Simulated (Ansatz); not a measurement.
# C₃H₇NO: a ladder of functionals and wavefunction methods

An exercise on one series of results from a longer session: the logs are not shown, and one member is left open.

Method: functionals in def2-TZVPP, the program's frozen cores in correlated methods; program: Ansatz 0.2.0, Gaussian basis.

Plan: LDA (SPW92), PBE-D4, revPBE-D4, BLYP-D4, r2SCAN-D4, B97M-V, PBE0-D4, B3LYP-D4, r2SCANh-D4, r2SCAN0-D4, HSE06-D4, BHLYP-D4, CAM-B3LYP-D4, LC-ωPBE, ωB97X-V, ωB97M-V, B2PLYP, PBE-QIDH; CCSD(T)/def2-SVP; CCSD(T)/def2-TZVPP; MP2/def2-QZVPP; extrapolation to the limit; RPA on PBE.

### Structure used throughout

All runs share one geometry, relaxed beforehand with PBE0-D4 in a triple-zeta def2 set.

SMILES `NCCC=O`, 12 atoms, charge 0, spin multiplicity 1.

Atoms are counted from 1 here; the program's logs count them from 0.

Bond lengths: N1–C2 1.452 Å, N1–H6 1.013 Å, N1–H7 1.012 Å, C2–C3 1.523 Å, C2–H8 1.101 Å, C2–H9 1.095 Å, C3–C4 1.497 Å, C3–H10 1.093 Å, C3–H11 1.097 Å, C4–O5 1.200 Å, C4–H12 1.114 Å. Angles: C2–N1–H6 110.4°, C2–N1–H7 110.6°, H6–N1–H7 106.9°, N1–C2–C3 110.1°, N1–C2–H8 114.0°, N1–C2–H9 108.0°, C3–C2–H8 108.9°, C3–C2–H9 109.1°, H8–C2–H9 106.7°, C2–C3–C4 111.7°, C2–C3–H10 111.6°, C2–C3–H11 107.8°, C4–C3–H10 108.9°, C4–C3–H11 108.1°, H10–C3–H11 108.5°, C3–C4–O5 125.2°, C3–C4–H12 114.6°, O5–C4–H12 120.2°.

The first run:

Contents of in.yaml:

```yaml
crystal:
  periodic: [false, false, false]
  atoms:
    - {symbol: N, position_ang: [-0.313351, 1.211511, 1.414579]}
    - {symbol: C, position_ang: [0.190019, 0.709196, 0.148271]}
    - {symbol: C, position_ang: [-0.240244, -0.738052, -0.048901]}
    - {symbol: C, position_ang: [0.074026, -1.226441, -1.428750]}
    - {symbol: O, position_ang: [0.749624, -2.184280, -1.685642]}
    - {symbol: H, position_ang: [0.100327, 0.701540, 2.186026]}
    - {symbol: H, position_ang: [-0.062339, 2.184274, 1.537441]}
    - {symbol: H, position_ang: [1.284139, 0.773011, 0.043320]}
    - {symbol: H, position_ang: [-0.238483, 1.321833, -0.652275]}
    - {symbol: H, position_ang: [0.233276, -1.401731, 0.678669]}
    - {symbol: H, position_ang: [-1.327522, -0.787405, 0.090193]}
    - {symbol: H, position_ang: [-0.372572, -0.618657, -2.248930]}
basis:
  gaussian: {orbitals: def2-TZVPP}
hamiltonian: {xc: lda}
output: {orbitals: {seedname: orbitals}}
```

Among the steps run: LDA; PBE-D4 (GGA); revPBE-D4 (GGA); BLYP-D4 (GGA); r2SCAN-D4 (meta-GGA); B97M-V (meta-GGA); PBE0-D4 (hybrid); B3LYP-D4 (hybrid); r2SCANh-D4 (hybrid); r2SCAN0-D4 (hybrid); HSE06-D4 (hybrid); BHLYP-D4 (hybrid); CAM-B3LYP-D4 (range-separated); LC-ωPBE (range-separated); ωB97X-V (range-separated); ωB97M-V (range-separated); B2PLYP (double hybrid); PBE-QIDH (double hybrid).

One table of the session follows, with a row left open; its other results are not shown here.

It belongs to the step «Orbital energies across the functionals». 

| functional | HOMO (eV) | gap (eV) |
| --- | --- | --- |
| LDA (SPW92) | ? | ? |
| PBE-D4 | -5.72 | 3.81 |
| revPBE-D4 | -5.66 | 3.86 |
| BLYP-D4 | -5.64 | 3.84 |
| r2SCAN-D4 | -6.04 | 4.37 |
| B97M-V | -6.21 | 4.66 |
| PBE0-D4 | -7.26 | 6.56 |
| B3LYP-D4 | -7.03 | 6.03 |
| r2SCANh-D4 | -6.62 | 5.40 |
| r2SCAN0-D4 | -7.49 | 6.92 |
| HSE06-D4 | -6.85 | 5.75 |
| BHLYP-D4 | -8.74 | 9.32 |
| CAM-B3LYP-D4 | -8.74 | 9.25 |
| LC-ωPBE | -10.09 | 11.91 |
| ωB97X-V | -9.76 | 11.48 |
| ωB97M-V | -9.68 | 11.29 |

Estimate the missing values for LDA (SPW92).

As computed: HOMO (eV): -5.84; gap (eV): 3.65. In the column «HOMO (eV)» it lies between r2SCAN-D4 (-6.04) and PBE-D4 (-5.72).
